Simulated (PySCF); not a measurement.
Chlorine oxoborane, BClO.
SMILES with atom numbers: `[O:1]=[B:2][Cl:3]`

Geometry (PBE0-D3(BJ)/def2-TZVP, Å), atoms numbered from 1 in this order:
```
atom  x, y, z in Å
O1    -1.2711    0.2142   -0.1436
B2    -0.0846    0.0121   -0.1529
Cl3    1.5715   -0.2724   -0.1656
```

Theory: PBE0-D3(BJ)/def2-TZVP geometry optimisation, gas phase in PySCF.

Masses are those of the commonest isotopes; rigid-rotor values at the optimised geometry. 

Q: What are the moment of inertia and the rotational constant?

A: I = 96.729 u·Å², B = 505379 MHz·u·Å²/I = 5225 MHz (0.1743 cm⁻¹, or 0.251 K as hB/k).

Q: List the first levels of a rigid rotor in a Σ state.

A: E(J) = BJ(J+1): J = 1: 0.349, J = 2: 1.046, J = 3: 2.091, J = 4: 3.486, J = 5: 5.228, J = 6: 7.320 cm⁻¹.

Q: Where do the first rotational lines fall?

A: The dipole is 2.78 D; J+1 ← J lies at 2B(J+1): 1 ← 0 at 10.45 GHz, 2 ← 1 at 20.90 GHz, 3 ← 2 at 31.35 GHz, 4 ← 3 at 41.80 GHz, 5 ← 4 at 52.25 GHz, 6 ← 5 at 62.70 GHz.

Q: Estimate the classical rotational partition function at 10 K, 100 K and 200 K.

A: Point group C∞v, symmetry number σ = 1; q = kT/(σhB), k/h = 20836.6 MHz/K: 39.9 at 10 K, 399 at 100 K, 798 at 200 K.

PBE0-D3(BJ)/def2-TZVP frequencies: not computed here. Zero-point vibration and centrifugal distortion are left out.

The run took 9.7 s on Arm Neoverse V1, one thread, shared host, and the process peaked at 0.37 GiB of memory. This is the geometry optimisation.
